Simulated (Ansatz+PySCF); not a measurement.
**doublet C₂H₃O₂: levels of theory in one basis**

```yaml
atoms:
  - { symbol: C, position_ang: [0.0000, -0.1216, -1.0602] }
  - { symbol: C, position_ang: [0.0000, 0.2991, 0.3012] }
  - { symbol: O, position_ang: [0.0000, -0.7459, 1.1748] }
  - { symbol: H, position_ang: [0.0000, -0.3574, 2.0613] }
  - { symbol: H, position_ang: [0.0000, -1.1706, -1.3207] }
  - { symbol: H, position_ang: [0.0000, 0.6388, -1.8271] }
  - { symbol: O, position_ang: [0.0000, 1.4575, 0.6707] }
```

Basis set: cc-pVTZ (spherical functions). Correlated methods keep 4 orbitals frozen. Correlation on ROHF uses semicanonical orbitals with singles. Charge 0, multiplicity 2.

Computed with Ansatz (development build ahead of 0.2.0) and PySCF 2.14.0; each method stands on the lowest determinant of its kind that the runs found.

```
  method  E − E(ROHF) (eV)  <S²> of the determinant
    ROHF              0.00                     0.75
     UHF             -0.19                     0.81
ROHF-MP2            -20.93                        –
```

Problem. What does UHF-MP2 give on the same scale?

Solution. -20.83 eV.
